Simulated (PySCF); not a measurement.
# Oscillator strengths, rates and cross-sections

Species: nitrous acid, HNO2.
SMILES: `O=NO`

Method: TDDFT PBE0/def2-SVPD, vertical, gas phase, core orbitals frozen in the response (PySCF 2.14.0, density-fitted response routines). Geometry: GFN2-xTB; no solvent, vibrations or thermal averaging. Torsions of this conformer, `[O:1]=[N:2][OH:3]`: H–O3–N2–O1 0°.

Computed singlets with f of 0.002 or more:

```tsv
state	ν̃ (cm⁻¹)	f
S3	57620	0.042
S4	64610	0.194
S5	75020	0.0078
S6	76000	0.0075
S7	78810	0.109
S8	78950	0.031
```

**Question.** Turn these into Einstein A coefficients, radiative lifetimes, transition dipoles and integrated cross-sections.

**Answer.** For one non-degenerate pair of states in vacuum, A = 0.6670 f ν̃² s⁻¹ with ν̃ in cm⁻¹, τ = 1/A, |μ|² = 3f / (2ΔE) in atomic units, and the integrated cross-section is ∫σ dE = 109.76 f Mb·eV.

| state | A (s⁻¹) | τ | \|μ\| (D) | ∫σ dE (Mb·eV) |
| --- | --- | --- | --- | --- |
| S3 | 9.4×10⁷ | 11 ns | 1.25 | 4.7 |
| S4 | 5.4×10⁸ | 1.9 ns | 2.53 | 21 |
| S5 | 2.9×10⁷ | 34 ns | 0.47 | 0.86 |
| S6 | 2.9×10⁷ | 35 ns | 0.46 | 0.82 |
| S7 | 4.5×10⁸ | 2.2 ns | 1.71 | 12 |
| S8 | 1.3×10⁸ | 7.7 ns | 0.92 | 3.4 |

Leading configurations: S3 H-1→L (61%); S4 H→L+1 (63%); S5 H-1→L+1 (98%); S6 H→L+2 (84%); S7 H→L+3 (84%); S8 H→L+4 (96%) (H = HOMO, L = LUMO).

Only emission to the ground state at the vertical energy is counted.

**Question.** Which computed singlets stay under f = 0.002?

**Answer.** S1 (3.58 eV, f 0.0010) and S2 (6.85 eV, f 0.0015).

**Question.** What is the integrated cross-section of all computed states together?

**Answer.** Σf = 0.394 over S1 to S8, so 109.76 × Σf ≈ 43.2 Mb·eV.

**Question.** By what factor does the largest A in the list exceed the smallest?

**Answer.** S4 has 19 times the rate of S6.
